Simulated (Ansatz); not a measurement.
**BP: vertical and adiabatic energies of changing the electron count, by script**

The task is vertical and adiabatic energies of changing the electron count, for BP.

Program: Ansatz 0.2.0 through its Python package. Level of theory: B3LYP/6-31G*. These are calculated values, not measurements.

## 1. The system

Bond lengths: B1–P2 1.880 Å.

The script holds or builds the structure itself.

## 2. The script

The input, bp.py:

```python
import logging
import sys

import ansatz as az
import numpy as np

logging.basicConfig(stream=sys.stdout, format="%(levelname)s:%(name)s:%(message)s")
logger = logging.getLogger("bp")
logger.setLevel(logging.INFO)

geometry = (
    az.Crystal.molecule()
    .atom("B", (0.0, 0.0, 0.0))
    .atom("P", (0.0, 0.0, 1.88))
)

model = (
    geometry.calculation()
    .basis(gaussian="6-31G*")
    .functional("b3lyp")
    .spin("collinear", total=2)
)
symbols = [site.symbol for site in geometry.cartesian_sites]
start = np.array([site.position_ang for site in geometry.cartesian_sites], dtype=float)
r = model.relax(force_tolerance=0.01).run(threads=1).report
end = np.array(r["positions_ang"])

minimum = az.Crystal.molecule()
for symbol, place in zip(symbols, end):
    minimum = minimum.atom(symbol, place.tolist())
ion = (
    minimum.calculation()
    .basis(gaussian="6-31G*")
    .functional("b3lyp")
    .charge(1)
    .spin("collinear", total=1)
)
vertical = ion.run(threads=1).report
settled = ion.relax(force_tolerance=0.01, max_steps=80).run(threads=1).report
logger.info(f"vertical ionisation energy   {vertical['free_energy_ev'] - r['free_energy_ev']:.3f} eV")
logger.info(f"adiabatic, no zero point     {settled['free_energy_ev'] - r['free_energy_ev']:.3f} eV")
logger.info(f"relaxation energy of the ion {vertical['free_energy_ev'] - settled['free_energy_ev']:.3f} eV")
ionised = np.array(settled["positions_ang"])
logger.info("final positions (A) and the move of each atom")
for symbol, xyz, old in zip(symbols, ionised, end):
    logger.info(f"{symbol:2s} {xyz[0]:10.5f} {xyz[1]:10.5f} {xyz[2]:10.5f}   {np.linalg.norm(xyz - old):7.4f}")
```

## 3. What the engine is handed

The engine receives this input (first run):

```yaml
crystal:
  periodic: [false, false, false]
  atoms:
    - { symbol: B, position_ang: [0.0, 0.0, 0.0] }
    - { symbol: P, position_ang: [0.0, 0.0, 1.88] }
basis:
  gaussian:
    orbitals: "6-31G*"
hamiltonian:
  xc: b3lyp
magnetization:
  spin_polarized: true
  initial_magnetization: 2.0
relax:
  f_tol: 0.01
```

## 4. Running it

The run is started by

```
python bp.py
```

**Question.** What results will this script give? Wanted: vertical ionisation energy; adiabatic ionisation energy, no zero point.

**Answer**, as computed:

```
                                  quantity     value
                vertical ionisation energy  9.696 eV
adiabatic ionisation energy, no zero point  9.525 eV
                             runs compared         3
```

**Reading.** The ionisation energy is a difference of two total energies at the neutral geometry; letting the ion relax lowers it by 0.17 eV. Run 1: After 4 moves the largest shift is 0.063 Å. Run 3: The relaxation took 4 moves; the largest shift is 0.066 Å. Caveats:
- The energies are electronic: no zero-point or thermal terms, and the basis set is short of its limit. The product may relax into another structure. The relaxation finds the nearest minimum, so the adiabatic value is an upper bound.
- The species is open-shell (spin multiplicity 3).
- b3lyp holds the VWN-RPA fit, as in Gaussian; the form of ORCA and Turbomole is b3lyp5.
- Only the spin states typed were run; another state of an ion can lie lower, by up to an eV or two.
- The spin state was assumed, and another may lie lower.
